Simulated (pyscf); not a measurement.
Cl–CH(Cl)–Cl + silyl (SiH₃•) → Cl–C•(Cl)–Cl + silane (SiH₄), a hydrogen abstraction (doublet surface; C–H broken, H–Si formed). Optimised with ωB97X-D3(BJ)/def2-SVP in PySCF. Energies in kcal/mol from the separated reactants.

Small-basis levels: PySCF, no dispersion term, spherical d functions. Open shells are spin-unrestricted. 

Problem. In single points B3LYP/6-31G* puts the saddle at 12.9 kcal/mol and the reaction energy at +2.5 kcal/mol. Should these be trusted to within a few kcal/mol? Compare with ωB97M-D3(BJ)/def2-TZVP.

Solution. ωB97M-D3(BJ)/def2-TZVP gives ΔE‡ = 13.0 kcal/mol and ΔE = +2.1 kcal/mol. B3LYP/6-31G* lies 0.1 kcal/mol under it in the barrier and 0.4 kcal/mol over it in the reaction energy, so on this step it holds to within 3.0 kcal/mol. ωB97M-D3(BJ)/def2-TZVP has limits of its own. One saddle was located; it need not be the lowest between these sides. The angle at the transferred H is 180°.
